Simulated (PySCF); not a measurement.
Molecule: `[C-]#[N+]C(C)C`, C₄H₇N.

Molfile (atoms numbered from 1):
```
C4H7N
     RDKit          3D

 12 11  0  0  0  0  0  0  0  0999 V2000
    0.1488    2.7232   -0.0596 C   0  0  0  0  0  0  0  0  0  0  0  0
    0.1266    1.5722    0.1637 N   0  0  0  0  0  0  0  0  0  0  0  0
    0.1028    0.1705    0.4102 C   0  0  0  0  0  0  0  0  0  0  0  0
    1.1961   -0.5194   -0.3970 C   0  0  0  0  0  0  0  0  0  0  0  0
   -1.2854   -0.3874    0.1191 C   0  0  0  0  0  0  0  0  0  0  0  0
    0.3197    0.0395    1.4846 H   0  0  0  0  0  0  0  0  0  0  0  0
    1.2093   -1.5946   -0.1668 H   0  0  0  0  0  0  0  0  0  0  0  0
    2.1837   -0.0990   -0.1610 H   0  0  0  0  0  0  0  0  0  0  0  0
    1.0143   -0.3946   -1.4751 H   0  0  0  0  0  0  0  0  0  0  0  0
   -1.3179   -1.4582    0.3668 H   0  0  0  0  0  0  0  0  0  0  0  0
   -1.5319   -0.2672   -0.9465 H   0  0  0  0  0  0  0  0  0  0  0  0
   -2.0507    0.1322    0.7125 H   0  0  0  0  0  0  0  0  0  0  0  0
  1  2  3  0
  2  3  1  0
  3  4  1  0
  3  5  1  0
  3  6  1  0
  4  7  1  0
  4  8  1  0
  4  9  1  0
  5 10  1  0
  5 11  1  0
  5 12  1  0
M  CHG  2   1  -1   2   1
M  END
```

Geometry PBE0-D3(BJ)/def2-SVP throughout; GIAO in PySCF, gas phase, one conformer, non-relativistic; equivalent atoms averaged; functional PBE0.

Problem. How do the shifts δ (against TMS, NH3 at the same level) depend on the basis set? (ppm; last column core-seconds on shared hosts with different chips, so compare them loosely)

Solution. 
| basis set | functions | C1 | C3 | C4/C5 | N2 | H6 | H7/H8/H9/H10/H11/H12 | core-s |
| --- | --- | --- | --- | --- | --- | --- | --- | --- |
| STO-3G | 32 | 162.2 | 44.7 | 23.0 | 102.2 | 2.85 | 1.43 | 2.1 |
| 6-31G | 59 | 162.8 | 43.4 | 24.9 | 180.4 | 3.90 | 1.60 | 4 |
| pcSseg-0 | 59 | 183.3 | 44.2 | 27.4 | 206.8 | 3.68 | 1.67 | 4.2 |
| 6-31G* | 84 | 161.8 | 42.3 | 23.6 | 171.6 | 3.59 | 1.29 | 5.3 |
| def2-SVP | 105 | 167.5 | 41.6 | 23.5 | 188.1 | 3.39 | 1.22 | 6.6 |
| cc-pVDZ | 105 | 169.1 | 45.3 | 25.0 | 191.4 | 3.53 | 1.28 | 8.2 |
| pcSseg-1 | 120 | 179.9 | 44.1 | 25.7 | 208.4 | 3.44 | 1.34 | 7.9 |
| 6-311+G(2d,p) | 177 | 172.4 | 44.7 | 24.4 | 203.1 | 3.64 | 1.25 | 15 |
| aug-cc-pVDZ | 178 | 166.4 | 44.6 | 24.2 | 192.4 | 3.72 | 1.34 | 17 |
| def2-TZVP | 197 | 175.5 | 45.8 | 25.3 | 207.6 | 3.62 | 1.24 | 18 |
| IGLO-III | 245 | 178.0 | 46.5 | 25.6 | 207.9 | 3.67 | 1.26 | 26 |
| cc-pVTZ | 248 | 174.5 | 45.1 | 25.0 | 205.7 | 3.63 | 1.26 | 29 |
| pcSseg-2 | 278 | 180.2 | 47.0 | 26.1 | 209.8 | 3.60 | 1.25 | 46 |

Problem. Which nucleus moves most, in ppm?

Solution. N2 (isocyanide nitrogen): from 102.2 ppm with STO-3G to 209.8 ppm with pcSseg-2. The smallest spread is 0.45 ppm, at H7/H8/H9/H10/H11/H12. Proton shifts span only some 12 ppm, so a few tenths of a ppm matter as much there as several ppm in carbon.

Problem. Taking the largest basis, pcSseg-2 (278 functions), as the yardstick, rank the others by their worst heavy-atom deviation.

Solution. IGLO-III 2.2 ppm (245 functions), pcSseg-1 2.8 ppm (120 functions), pcSseg-0 3.1 ppm (59 functions), def2-TZVP 4.7 ppm (197 functions), cc-pVTZ 5.7 ppm (248 functions), 6-311+G(2d,p) 7.7 ppm (177 functions), aug-cc-pVDZ 17.4 ppm (178 functions), cc-pVDZ 18.4 ppm (105 functions), def2-SVP 21.8 ppm (105 functions), 6-31G 29.4 ppm (59 functions), 6-31G* 38.2 ppm (84 functions), STO-3G 107.6 ppm (32 functions).

A small basis that lands close on one nucleus may do so by chance; judge by the trend and by all nuclei.
